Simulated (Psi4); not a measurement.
## Exact exchange and the electronic atomisation energy of CH2N

CH2N: 4 atoms, total charge 0, spin state doublet. SMILES: `C=[N]`. The coordinates come from a PBE0-D4/def2-TZVP relaxation.

The electronic atomisation energy y, in eV, basis def2-TZVPP; a is the functional's share of exact exchange. Programs: Psi4 1.11.

| functional | program | a | y (eV) |
| --- | --- | --- | --- |
| U-revPBE | Psi4 | 0 | 15.08 |
| UTPSS | Psi4 | 0 | 15.22 |
| UTPSSh | Psi4 | 0.1 | 15.05 |
| UB3LYP | Psi4 | 0.2 | 15.12 |
| UPBE0 | Psi4 | 0.25 | ? |
| UBHLYP | Psi4 | 0.5 | 14.41 |

Task: Fit y = c + s·a to the known rows and predict UPBE0.

Result: 
1. Means of the 5 rows: a = 0.1600, y = 14.976.
2. Σ(Δa)² = 0.172, Σ(Δa·Δy) = -0.2468, so the slope is -0.2468/0.172 = -1.4349.
3. Intercept: 14.976 − (-1.4349) × 0.1600 = 15.206. The largest residual of the fit is 0.20.
4. UPBE0: 15.206 + (-1.4349) × 0.25 = 14.85 eV.

The run gave 15.04 eV, so the prediction is off by -0.19 eV, within the largest residual.
